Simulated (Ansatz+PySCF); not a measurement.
singlet CHO2(-): levels of theory in one basis

```xyz
4

C    -0.0042   -0.0088   -0.3075
O     0.0040    1.1261    0.2136
O    -0.0036   -1.1248    0.2126
H     0.0013   -0.0007   -1.4829
```

Basis set: def2-SVP (spherical functions). Left uncorrelated: 3 orbitals. Charge -1, multiplicity 1.

Computed with Ansatz (development build ahead of 0.2.0); each method stands on the lowest determinant of its kind that the runs found. NEVPT2 correlates all electrons. Active spaces start from the frontier orbitals, and the lowest solution found is given.

```json
{"method": "RHF", "E − E(RHF) (eV)": "0.00", "<S²> of the determinant": "0.00"}
{"method": "RHF-MP2", "E − E(RHF) (eV)": "-13.52", "<S²> of the determinant": "–"}
{"method": "RHF-CCSD(T)", "E − E(RHF) (eV)": "-14.16", "<S²> of the determinant": "–"}
{"method": "CASSCF(4,3)", "E − E(RHF) (eV)": "-0.64", "<S²> of the determinant": "–"}
{"method": "SC-NEVPT2(4,3)", "E − E(RHF) (eV)": "-13.98", "<S²> of the determinant": "–"}
```

(1) What does RHF-CCSD give on the same scale?

(2) Is a single determinant a sound starting point here?

## Answers

(1) -13.74 eV.

(2) By this sign, yes. Unrestricted orbitals gain 0.00 eV and <S²> is 0.00 against 0.00 for a pure state. The CASSCF(4,3) natural occupations are 1.99, 1.96, 0.04.

Caution: no diffuse functions for an anion. Caution for CASSCF(4,3), SC-NEVPT2(4,3): other starts end on other solutions of this active space.
